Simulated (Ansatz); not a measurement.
Results of PBEsol (Ansatz, an electronic-structure program, PAW) for hcp Co.

Run with plane-wave cutoff 520 eV, 30×30×16 k mesh (along the axes of the cell as run), Fermi–Dirac smearing 0.04 eV (set by the program), spin-polarised with parallel moments, scalar-relativistic PAW data made under PBE.

Cell (measured lattice):

Space group P6₃/mmc (No. 194); a = b = 2.507 Å, c = 4.070 Å, α = β = 90.00°, γ = 120.00°

```json
[
 {"atom": "Co", "site": "2c", "symmetry": "-6m2", "x": "0.3333", "y": "0.6667", "z": "0.2500"}
]
```

### Question
Predict the elastic constant C11, Voigt–Reuss–Hill bulk modulus, Poisson ratio, elastic constant C12, elastic constant C13, elastic constant C33, elastic constant C44 and elastic constant C66.

### Answer

elastic constant C11: 304 GPa
Voigt–Reuss–Hill bulk modulus: 173 GPa
Poisson ratio: 0.269
elastic constant C12: 134 GPa
elastic constant C13: 83.5 GPa
elastic constant C33: 343 GPa
elastic constant C44: 88.7 GPa
elastic constant C66: 85.0 GPa

Measured, for comparison: elastic constant C11 306 GPa, elastic constant C12 165 GPa, elastic constant C13 102 GPa, elastic constant C33 357 GPa, elastic constant C44 75 GPa (temperature not stated, no zero-point or thermal correction; as tabulated in Steinle-Neumann et al. (1999), arXiv:cond-mat/9904431). Computed (rounded) less measured: elastic constant C11 -0.7 %, elastic constant C12 -19 %, elastic constant C13 -18 %, elastic constant C33 -4 %, elastic constant C44 +18 %.

Note: the cell isn't this level's own, so it is under some stress, which shifts stiffness and frequencies.

Elastic constants are with the ions relaxed.

Computed values are for the static lattice.
